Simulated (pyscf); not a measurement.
HO–BH–SiH₃ + H₂ -> H₂B–OH + SiH₄, a four-centre exchange (singlet surface; B–Si, H–H broken, B–H, H–Si formed). Single points on ωB97X-D3(BJ)/def2-SVP structures (PySCF, gas phase). Energies in eV from the separated reactants.

Small-basis levels: PySCF, no dispersion term, spherical d functions. AM1 to PM7: differences of heats of formation from MOPAC, which are fitted to 298 K values and so differ in kind from electronic energies by zero-point and thermal terms. Cost: rough CPU time at the saddle relative to B3LYP/6-31G*, from one job on a shared machine.

| level | barrier | reaction energy | cost |
|---|---|---|---|
| HF/STO-3G | 2.98 | -0.56 | 0.06 |
| SVWN5/6-31G* | 0.29 | -0.33 | 1 |
| BP86/6-31G* | 0.92 | -0.40 | 2 |
| PBE/6-31G* | 0.79 | -0.36 | 2 |
| B3LYP/3-21G | 1.30 | -0.41 | 0.7 |
| B3LYP/6-31G* | 1.18 | -0.52 | 1 |
| B3LYP/6-311+G** | 1.05 | -0.52 | 2 |
| PBE/def2-SVP | 0.58 | -0.38 | 2 |
| PM7 | 1.83 | +1.53 | under 0.02 |
| ωB97M-D3(BJ)/def2-TZVP | 0.92 | -0.50 | – |

Against the last row the barrier runs from -0.63 (SVWN5/6-31G*) to +2.06 eV (HF/STO-3G). ωB97M-D3(BJ)/def2-TZVP has limits of its own. At the saddle there is also a short B–H contact that neither side keeps. HO–BH–SiH₃ lies 1.10 eV over its isomer H₂B–O–SiH₃ (electronic energy, ωB97M-D3(BJ)/def2-TZVP). This is the saddle that the search found; another between the same sides may lie lower.
